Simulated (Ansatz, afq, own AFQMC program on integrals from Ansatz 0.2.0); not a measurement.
AlNH2, singlet in cc-pVDZ, levels against CCSDT(Q)

```xyz
4

Al    0.0000    0.0000    0.6968
N     0.0000    0.0000   -1.0992
H     0.0000    0.8223   -1.6887
H     0.0000   -0.8223   -1.6887
```

Connectivity, by distances: Al–NH2.

Basis cc-pVDZ. Noble-gas cores (and the filled d shells of Ga–Kr and In–Xe) are frozen. Ansatz 0.2.0 and our own AFQMC program on the same integrals; the CISD trial comes from CCSD amplitudes, and released means the phaseless constraint is let go. Free projection: walkers drawn from exp(T), propagated without any constraint. Its projection time is finite, and what remains of the start isn't in its error. ± is one standard error of the sampling.

Determinant: RHF, the one that the program's search chose, which needn't be the lowest solution. The geometry is a PBE0/def2-TZVP stationary point of this or a neighbouring charge and spin state.

No full CI on the walks' own integrals is used here; CCSDT(Q) serves as the reference and is uncertain by about the last step of the cluster series.

- T1 diagnostic: 0.0165
- weight of the determinant in the CISD state: 0.877
- size of the correlated space: 10 electrons in 36 orbitals

```json
{"level": "MP2", "correlation energy (eV)": "-6.0844"}
{"level": "CCSD", "correlation energy (eV)": "-6.7237"}
{"level": "CCSD(T)", "correlation energy (eV)": "-6.9019"}
```

Task: Estimate where phaseless AFQMC with the Hartree–Fock trial lies against CCSD(T) on the same integrals.

Result: 3.76 ± 2.87 mEh below CCSD(T). The gap is under twice the noise, so this walk alone can't tell the two apart.

Reference: CCSDT(Q), correlation energy -6.935 eV. The released energy is read at 1.50 1/Eh (meV from the phaseless value at times in 1/Eh: -46 ± 15 at 0.24, -22 ± 12 at 0.50, -28 ± 13 at 1.00, -29 ± 14 at 1.50).

```json
{"level": "CCSD(T)", "E − E(reference) (mEh)": "1.22", "share of correlation (%)": "99.52"}
{"level": "CCSDT", "E − E(reference) (mEh)": "0.66", "share of correlation (%)": "99.74"}
{"level": "ph-AFQMC/HF", "E − E(reference) (mEh)": "-2.54 ± 2.87", "share of correlation (%)": "101.00"}
{"level": "ph-AFQMC/CISD", "E − E(reference) (mEh)": "0.65 ± 0.45", "share of correlation (%)": "99.75"}
{"level": "released AFQMC", "E − E(reference) (mEh)": "-0.43 ± 0.53", "share of correlation (%)": "100.17"}
{"level": "free AFQMC", "E − E(reference) (mEh)": "0.48 ± 0.52", "share of correlation (%)": "99.81"}
```

Free projections are given only where their last times agree within the noise and don't stop above the reference; a slow remainder of the start can still hide under it. A walk keeps the symmetry of its determinant, which the program's search chose and which needn't be the lowest solution, so a lower state of the same spin and another symmetry isn't excluded. Released energies are given only where the last usable release times agree within the noise; a slower fall can still hide under it.
